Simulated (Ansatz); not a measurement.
**CH6AlB (SMILES [BH2][AlH][CH3]): functionals against CCSD(T) at one geometry**

The task here is to estimate one member of a computed series from the others.

The runs use Ansatz 0.2.0, Gaussian basis; single points in def2-TZVPP.

Correlated methods freeze the cores. B3LYP uses VWN-RPA correlation.

**The system as given**

SMILES `[BH2][AlH][CH3]`, 9 atoms, charge 0, spin multiplicity 1.

Atoms are counted from 1 here; the program's logs count them from 0.

Bond lengths: B1–Al2 2.210 Å, B1–H4 1.302 Å, B1–H5 1.209 Å, Al2–C3 1.958 Å, Al2–H6 1.434 Å, C3–H7 1.096 Å, C3–H8 1.357 Å, C3–H9 1.169 Å. Angles: Al2–B1–H4 130.1°, Al2–B1–H5 116.2°, H4–B1–H5 113.6°, B1–Al2–C3 126.7°, B1–Al2–H6 115.2°, C3–Al2–H6 116.3°, Al2–C3–H7 111.1°, Al2–C3–H8 98.8°, Al2–C3–H9 122.7°, H7–C3–H8 119.0°, H7–C3–H9 94.0°, H8–C3–H9 112.9°.

Geometry (Å):

```mol
CH6AlB
  3D, bonds by distance, orders not assigned

  9  8  0  0  0  0  0  0  0  0999 V2000
   -1.2581    0.9517   -1.4463 B   0  0
    0.2445    0.5929    0.1338 Al  0  0
    0.6389   -1.1149    1.0070 C   0  0
   -2.1305    0.1419   -1.9746 H   0  0
   -1.2538    2.0523   -1.9455 H   0  0
    0.7363    1.7708    0.7879 H   0  0
   -0.2413   -1.7675    1.0121 H   0  0
    1.7224   -1.4777    0.2742 H   0  0
    0.8159   -1.2087    2.1583 H   0  0
  1  2  8  0
  1  4  8  0
  1  5  8  0
  2  3  8  0
  2  6  8  0
  3  7  8  0
  3  8  8  0
  3  9  8  0
M  END
```

The first run:

Contents of run/in.yaml:

```yaml
crystal:
  periodic: [false, false, false]
  atoms:
    - {symbol: B, position_ang: [-1.258100, 0.951700, -1.446300]}
    - {symbol: Al, position_ang: [0.244500, 0.592900, 0.133800]}
    - {symbol: C, position_ang: [0.638900, -1.114900, 1.007000]}
    - {symbol: H, position_ang: [-2.130500, 0.141900, -1.974600]}
    - {symbol: H, position_ang: [-1.253800, 2.052300, -1.945500]}
    - {symbol: H, position_ang: [0.736300, 1.770800, 0.787900]}
    - {symbol: H, position_ang: [-0.241300, -1.767500, 1.012100]}
    - {symbol: H, position_ang: [1.722400, -1.477700, 0.274200]}
    - {symbol: H, position_ang: [0.815900, -1.208700, 2.158300]}
basis:
  gaussian: {orbitals: def2-TZVPP}
correlation: {method: ccsd_t}
output: {forces: true}
```

No record of the launch command was kept for these runs.

Steps of the session up to this table: CCSD(T)/def2-TZVPP; PBE0-D4/def2-TZVPP; wB97M-V/def2-TZVPP; r2SCAN-D4/def2-TZVPP; PBE-D4/def2-TZVPP; BHLYP-D4/def2-TZVPP; B3LYP-D4/def2-TZVPP.

One of the session's tables, all rows but one given; the rest of the session is left out.

```
   method  RMS force component (eV/Å)  angle to CCSD(T) forces (°)  dipole (D)
  CCSD(T)                       1.382                    reference        0.44
  PBE0-D4                       1.403                          1.6        0.46
  wB97M-V                       1.397                          2.4        0.45
r2SCAN-D4                       1.386                          1.9        0.47
   PBE-D4                       1.346                          4.1        0.46
 BHLYP-D4                       1.432                          5.0        0.42
 B3LYP-D4                           ?                            ?           ?
```

Q: Estimate the row for B3LYP-D4 from the others.

**Answer.** RMS force component (eV/Å): 1.359; angle to CCSD(T) forces (°): 1.6; dipole (D): 0.42. In the column «RMS force component (eV/Å)» it lies between PBE-D4 (1.346) and CCSD(T) (1.382).
